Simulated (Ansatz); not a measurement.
# Phonon frequency of some elemental solids other than molecular ones, all diamond-structure

Method: Hartree–Fock (Ansatz, a quantum-chemistry and plane-wave program, PAW). References are measured values at room or unstated temperature, uncorrected unless marked, so that the deviations hold thermal and zero-point effects besides the level's error. The table is a random draw of 6 from 10 values with such references.

Values in cm⁻¹.

| solid | reference | Hartree–Fock | deviation (%) |
|---|---|---|---|
| diamond-structure Si (L TA) | 114 | 147 | +29 |
| diamond-structure Si (L LA) | 378 | 433 | +14.6 |
| diamond-structure Ge (L LO) | 245 | 255 | +4.1 |
| diamond-structure Si (X TA) | 150 | 203 | +35 |
| diamond-structure Ge (L TA) | 63 | 82 | +30 |
| diamond-structure Si (L TO) | 490 | 529 | +8.0 |

Over these 6 values the mean deviation is +20 %, the mean absolute deviation 20 % (median 22 %), and the worst case diamond-structure Si (X TA) at +35 %; the value is too high in 6 of 6 cases. Over all 10, from unrounded values, the mean deviation is +18.2 % and the mean absolute deviation 18.2 % (median 13.4 %).

Differences are worked out from the printed values.

Each level is taken at its own relaxed cell. Ansatz's density-functional and Hartree–Fock values are scalar-relativistic unless marked +SOC, with PAW data made under PBE.

Not in this set, of the elemental solids other than molecular ones with a reference value in our tables and a result at some level: 25 for no value at Hartree–Fock (not run, a failed fit, an unstable or unbound cell, or a value held back for tests); 4 for a reference of another kind, counted apart. These can be a level's best or worst cases. Solids without a released value at any level aren't counted. Layered and molecular crystals are counted apart. The metals Ce to Yb are counted apart.

References as tabulated in Giannozzi et al., Phys. Rev. B (1991); Yang et al. (2021), arXiv:2106.07201.
